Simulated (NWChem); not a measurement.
BF$_{3}$ in NWChem

```xyz
4

B      0.0000     0.0000     0.0000
F      0.0000     0.0000     1.3232
F      1.1460     0.0000    -0.6616
F     -1.1460     0.0000    -0.6616
```
Charge 0, spin multiplicity 1.

Program: NWChem. The geometry was optimised at PBE/def2-SVP, a minimum by its harmonic frequencies.

Symmetry labels belong to the abelian group C2v used in the runs, with the axes of the coordinates shown; states degenerate in a higher group split over its labels.

B3LYP has NWChem's definition, with VWN1-RPA local correlation. The structure started from a generated list of species.

Q: List the lowest 6 singlet excitations that TD-B3LYP/def2-SVP, VWN1-RPA local correlation gives, with oscillator strengths.

A: 
| state | symmetry | energy (eV) | wavelength (nm) | f |
|---|---|---|---|---|
| 1 | a2 | 10.29 | 121 | 0.000 |
| 2 | b1 | 11.26 | 110 | 0.000 |
| 3 | a2 | 11.38 | 109 | 0.000 |
| 4 | b2 | 11.38 | 109 | 0.000 |
| 5 | b1 | 12.02 | 103 | 0.016 |
| 6 | a1 | 12.02 | 103 | 0.016 |
